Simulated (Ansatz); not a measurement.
SnH₂⁺, doublet: breathe scan

Starting geometry (PBE0/def2-TZVP stationary point for this spin, not checked as a minimum):

| atom | x (Å) | y (Å) | z (Å) |
| --- | --- | --- | --- |
| Sn | 0.0000 | 0.0000 | 0.0000 |
| H | 0.0000 | 0.0000 | -1.6554 |
| H | 0.0000 | 0.0000 | 1.6554 |

From there all distances are scaled together; atoms are numbered as listed. Energies are in kcal/mol, counted from the starting geometry at the same level.

Basis def2-TZVP with its core potentials; Ansatz 0.2.0. Correlated methods freeze the noble-gas cores and the filled d shells of p-block atoms. R marks a restricted (for open shells ROHF) determinant, U an unrestricted one. No spin–orbit coupling is included; scalar relativity enters through the core potentials alone.

Unrestricted rows (U) aren't spin-pure: their determinants' ⟨S²⟩ exceeds S(S+1) by up to 0.99, so they mix in states of higher spin. The reference follows the lowest state, whose symmetry changes along the scan.

Full CI is exact within this basis and frozen core; it isn't the basis-set limit. The frozen core follows each run's orbitals, which can shift R against U totals by a few meV for light atoms and by up to 0.1 eV past Ca.

```json
{"scale of all distances": "0.871", "UCCSD": "25.6"}
{"scale of all distances": "1.000", "UCCSD": "0.0"}
{"scale of all distances": "1.108", "UCCSD": "6.7"}
{"scale of all distances": "1.307", "UCCSD": "20.3"}
{"scale of all distances": "1.506", "UCCSD": "36.1"}
{"scale of all distances": "1.753", "UCCSD": "54.5"}
{"scale of all distances": "2.389", "UCCSD": "69.4"}
```

Problem. Estimate the full CI curve in def2-TZVP from this one, knowing how UCCSD errs.

Solution. The computed full CI values, in kcal/mol from the starting point, and the error of UCCSD against them:
```tsv
scale of all distances	full CI	UCCSD less full CI
0.871	25.9	-0.3
1.000	0.0	0.0
1.108	6.3	0.4
1.307	19.6	0.7
1.506	34.9	1.2
1.753	52.8	1.7
2.389	69.5	-0.1
```

Full CI's occupations show more than one leading determinant at 2.389.

The error spans 2.0 kcal/mol and is largest, 1.7 kcal/mol, at 1.753.
